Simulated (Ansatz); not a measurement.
Litharge SnO was calculated with r²SCAN-D4 in Ansatz (PAW).

Numerical settings: plane-wave cutoff 500 eV, 10×10×8 k mesh (along the axes of the cell as run), Fermi–Dirac smearing 0.05 eV, scalar-relativistic PAW data made under PBE.

Cell (relaxed at this level):

```xyz
4
Lattice="3.7983 0.0000 0.0000 0.0000 3.7983 0.0000 0.0000 0.0000 4.8100" Properties=species:S:1:pos:R:3 pbc="T T T"
Sn     0.0000     1.8991     1.1458
Sn     1.8991     0.0000     3.6642
O      0.0000     0.0000     0.0000
O      1.8991     1.8991     0.0000
```

Problem. What does this level give for the band gap?

Solution. 
* **band gap**: 0.13 eV (under three smearing widths, so not firm)

Measured, for comparison: band gap 0.7 eV (temperature not stated, no zero-point or thermal correction; as tabulated in Waroquiers et al. (2013), arXiv:1302.6756).

Spin–orbit coupling is not included.

The result took about 2.7 core-minutes (a rough figure).

Ansatz is a program for electronic structure.
